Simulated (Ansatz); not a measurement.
# C₅H₁₀O: how energies converge with the basis set

How large a basis does C₅H₁₀O need? Two functionals are run in growing sets.

The runs use Ansatz 0.2.0, Gaussian basis; one geometry, several basis sets.

Plan: PBE0-D4/def2-SVP; ωB97M-V/def2-SVP; PBE0-D4/def2-QZVPP; ωB97M-V/def2-QZVPP; the functionals' def2-TZVPP values are taken from earlier runs.

## Step 1: The relaxed structure

An earlier PBE0-D4 in a triple-zeta def2 set relaxation fixed the geometry.

SMILES `CC1(C)COC1`, 16 atoms, charge 0, spin multiplicity 1.

Atoms are counted from 1 here; the program's logs count them from 0.

Bond lengths: C1–C2 1.514 Å, C1–H7 1.094 Å, C1–H8 1.093 Å, C1–H9 1.094 Å, C2–C3 1.514 Å, C2–C4 1.540 Å, C2–C6 1.540 Å, C3–H10 1.093 Å, C3–H11 1.094 Å, C3–H12 1.094 Å, C4–O5 1.432 Å, C4–H13 1.096 Å, C4–H14 1.096 Å, O5–C6 1.432 Å, C6–H15 1.096 Å, C6–H16 1.096 Å. Angles: C2–C1–H7 110.9°, C2–C1–H8 111.2°, C2–C1–H9 110.9°, H7–C1–H8 108.0°, H7–C1–H9 107.7°, H8–C1–H9 108.0°, C1–C2–C3 111.8°, C1–C2–C4 114.7°, C1–C2–C6 114.7°, C3–C2–C4 114.7°, C3–C2–C6 114.7°, C4–C2–C6 83.7°, C2–C3–H10 111.2°, C2–C3–H11 110.9°, C2–C3–H12 110.9°, H10–C3–H11 108.0°, H10–C3–H12 108.0°, H11–C3–H12 107.7° and more.

Coordinates:

```
C    -0.6579   -1.1158    0.8628
C     0.0340   -0.0462    0.0439
C     1.5336   -0.0591    0.2553
C    -0.4066    0.0221   -1.4303
O    -0.9805    1.3226   -1.2579
C    -0.6145    1.3483    0.1263
H    -0.2930   -2.1113    0.5933
H    -1.7389   -1.0984    0.7038
H    -0.4714   -0.9718    1.9311
H     2.0236    0.7156   -0.3396
H     1.9602   -1.0250   -0.0309
H     1.7815    0.1150    1.3065
H     0.4072    0.0290   -2.1644
H    -1.1566   -0.7184   -1.7310
H    -1.4919    1.4204    0.7792
H     0.0710    2.1731    0.3520
```

## Step 2: PBE0-D4 in def2-SVP

Input file in.yaml:

```yaml
crystal:
  periodic: [false, false, false]
  atoms:
    - {symbol: C, position_ang: [-0.657917, -1.115784, 0.862751]}
    - {symbol: C, position_ang: [0.034038, -0.046190, 0.043905]}
    - {symbol: C, position_ang: [1.533599, -0.059095, 0.255262]}
    - {symbol: C, position_ang: [-0.406551, 0.022055, -1.430261]}
    - {symbol: O, position_ang: [-0.980491, 1.322603, -1.257889]}
    - {symbol: C, position_ang: [-0.614483, 1.348291, 0.126280]}
    - {symbol: H, position_ang: [-0.292997, -2.111304, 0.593349]}
    - {symbol: H, position_ang: [-1.738863, -1.098372, 0.703766]}
    - {symbol: H, position_ang: [-0.471382, -0.971833, 1.931061]}
    - {symbol: H, position_ang: [2.023574, 0.715586, -0.339570]}
    - {symbol: H, position_ang: [1.960230, -1.024967, -0.030885]}
    - {symbol: H, position_ang: [1.781512, 0.114962, 1.306474]}
    - {symbol: H, position_ang: [0.407155, 0.028982, -2.164444]}
    - {symbol: H, position_ang: [-1.156554, -0.718428, -1.731014]}
    - {symbol: H, position_ang: [-1.491872, 1.420366, 0.779170]}
    - {symbol: H, position_ang: [0.071004, 2.173117, 0.352024]}
basis:
  gaussian: {orbitals: def2-SVP}
hamiltonian: {xc: pbe0, dispersion: d4}
output: {orbitals: {seedname: orbitals}}
```

Launch:

```sh
$ ansatz run in.yaml --threads 2 --pin off --events-out ev --progress --plain --max-ram 32768MiB --backend cpu
```

After this run come: ωB97M-V in def2-SVP; PBE0-D4 in def2-QZVPP; ωB97M-V in def2-QZVPP.

**Question.** What will the summary of the whole plan be? Wanted: PBE0-D4: double and triple zeta above quadruple; ωB97M-V: double and triple zeta above quadruple.

The runs gave:

```
                                       quantity          value
PBE0-D4: double and triple zeta above quadruple  8.59, 0.41 eV
ωB97M-V: double and triple zeta above quadruple  8.99, 0.40 eV
```

**Reading.** PBE0-D4 gains 8.18 eV from double to triple zeta, then 0.41 eV more. These are total energies; as a rule much of such shifts cancels in differences, which this series doesn't test. The LUMO of ωB97M-V is positive and keeps falling with the basis (3.20 to 1.61 eV): an unbound level that the basis holds in place.
